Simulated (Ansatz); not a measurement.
Species: cyclopropene, C3H4, net charge 0, singlet state. 
Coordinates optimised at B3LYP-D3(BJ)/def2-TZVP (Ansatz, a quantum-chemistry and plane-wave program):
SMILES: C1C=C1
```xyz
7

C     -0.0054     0.0051     0.8609
C     -0.0002    -0.6463    -0.4958
C      0.0065     0.6404    -0.5035
H      0.9023     0.0040     1.4624
H     -0.9206     0.0134     1.4509
H     -0.0016    -1.5779    -1.0322
H      0.0147     1.5655    -1.0509
```

Basis-set convergence of Hartree-Fock and CCSD correlation energies (hartree) with Ansatz. Correlated levels leave the core frozen unless marked. Spin-orbit coupling is left out. No relativistic terms.

| basis | functions | E(HF) | E(corr, CCSD) |
|---|---|---|---|
| aug-cc-pVDZ | 105 | -115.83654 | -0.44139 |
| aug-cc-pVTZ | 230 | ? | ? |

Question: Fill in the missing entries.

Answer: 
- aug-cc-pVTZ, E(HF): -115.86641
- aug-cc-pVTZ, E(corr, CCSD): -0.51385
